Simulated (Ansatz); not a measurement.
Take Nb in the bcc (W type) structure (space group Im-3m, No. 229) as the base.

Space group Im-3m (No. 229); a = b = c = 3.271 Å, α = β = γ = 90.00°

```tsv
atom	site	symmetry	x	y	z
Nb	2a	m-3m	0.0000	0.0000	0.0000
```
(The calculation used a cell of 1 atom; values per cell refer to that cell.)

Calculations: Ansatz (an electronic-structure program), PBEsol, PAW, cutoff 420 eV, no spin-orbit coupling.

It is then changed as follows: every Nb is replaced by Mo, then cell and atoms are relaxed.

Measured lattice parameter a: Nb 3.294 Å (static lattice; corrected from measurement; as listed in Daniel Mejia-Rodriguez, S. B. Trickey, Phys. Rev. B (2018)); Mo 3.141 Å (static lattice; corrected from measurement; as listed in Daniel Mejia-Rodriguez, S. B. Trickey, Phys. Rev. B (2018)).

**Question.** How well does PBEsol reproduce the measured shift?

**Answer.** With PBEsol the lattice parameter a moves by -0.142 Å (3.271 → 3.130) against -0.153 Å measured.

Whether these cells are dynamically stable was not tested. All final runs are without spin polarisation.
